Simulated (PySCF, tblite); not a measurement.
Isomers of C3H6N (doublet state), one GFN2-xTB conformer each. Single-point energies are computed at B3LYP/pcH-1 (PySCF, gas phase, no added dispersion term), electronic only. GFN2-xTB treats the open shell by occupation alone, and not every SCF solution was tested for stability.

Task: Rank them by B3LYP/pcH-1 energy, lowest first (kJ/mol).
A. `[NH2:1][C@H:2]1[CH:3][CH2:4]1` (doublet state) with H–N1–C2–C3 104° and -18°
B. `[CH2:1]/[CH:2]=[N:3]/[CH3:4]` (doublet state) with H–C1–C2–N3 180° and 0°
C. `[NH2:1][C:2]1[CH2:3][CH2:4]1` (doublet state) with H–N1–C2–C3 75° and -153°

Result: B (0.0), C (78.1), A (133.3).

As drawn, the highest has a three-membered ring and an N–H bond, which the lowest lacks. GFN2-xTB itself gives, in the same order: 0.0, 74.3, 117.5. Both levels put the same isomer lowest; measured from each level's own lowest isomer, the values differ by up to 15.8 kJ/mol (N[C@H]1[CH]C1: 117.5 against 133.3).

Task: What happens when harmonic zero-point energies from GFN2-xTB frequencies are added?

Result: 
```
       SMILES  ZPE (kJ/mol)  electronic (kJ/mol)  with ZPE (kJ/mol)
  [CH2]/C=N/C         211.2                  0.0                0.0
     N[C]1CC1         218.6                 78.1               85.5
N[C@H]1[CH]C1         216.6                133.3              138.7
```

The zero-point energies span 7.4 kJ/mol. The order is unchanged.
